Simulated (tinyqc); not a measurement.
Extended Hueckel theory, for SiH2, step by step. One step of it, computed by the program tinyqc.

Task: Orbitals. Solve H C = S C e through S^(-1/2); fill by pairs from the bottom, a degenerate level sharing its electrons equally; each orbital has its largest coefficient positive (the first on a tie).

H (eV), order 1Si 3s, 1Si 3px, 1Si 3py, 1Si 3pz, 2H 1s, 3H 1s:
$$\begin{pmatrix}
-17.300000 & 0.000000 & 0.000000 & 0.000000 & -11.056420 & -11.056420 \\
0.000000 & -9.200000 & 0.000000 & 0.000000 & 0.000000 & 0.000000 \\
0.000000 & 0.000000 & -9.200000 & 0.000000 & -9.125414 & 9.125414 \\
0.000000 & 0.000000 & 0.000000 & -9.200000 & -5.123039 & -5.123039 \\
-11.056420 & 0.000000 & -9.125414 & -5.123039 & -13.600000 & -0.807415 \\
-11.056420 & 0.000000 & 9.125414 & -5.123039 & -0.807415 & -13.600000
\end{pmatrix}$$

overlap S, order 1Si 3s, 1Si 3px, 1Si 3py, 1Si 3pz, 2H 1s, 3H 1s:
$$\begin{pmatrix}
1.000000 & 0.000000 & 0.000000 & 0.000000 & 0.405641 & 0.405641 \\
0.000000 & 1.000000 & 0.000000 & 0.000000 & 0.000000 & 0.000000 \\
0.000000 & 0.000000 & 1.000000 & 0.000000 & 0.448144 & -0.448144 \\
0.000000 & 0.000000 & 0.000000 & 1.000000 & 0.251589 & 0.251589 \\
0.405641 & 0.000000 & 0.448144 & 0.251589 & 1.000000 & 0.033925 \\
0.405641 & 0.000000 & -0.448144 & 0.251589 & 0.033925 & 1.000000
\end{pmatrix}$$

valence electrons = 6

Give: orbital energies; occupations; coefficients; sum of one-electron energies.

Result:

orbital energies (eV): [-20.029, -15.145, -10.449, -9.200, 5.715, 7.142]

occupations: [2.000, 2.000, 2.000, 0.000, 0.000, 0.000]

coefficients, order 1Si 3s, 1Si 3px, 1Si 3py, 1Si 3pz, 2H 1s, 3H 1s:
$$\begin{pmatrix}
0.673 & 0.000 & -0.417 & 0.000 & 0.000 & 0.971 \\
0.000 & 0.000 & 0.000 & 1.000 & 0.000 & 0.000 \\
0.000 & 0.395 & 0.000 & 0.000 & 1.247 & 0.000 \\
0.005 & 0.000 & 0.837 & 0.000 & 0.000 & 0.720 \\
0.313 & 0.502 & 0.210 & 0.000 & -0.796 & -0.850 \\
0.313 & -0.502 & 0.210 & 0.000 & 0.796 & -0.850
\end{pmatrix}$$

sum of one-electron energies = -91.246 eV
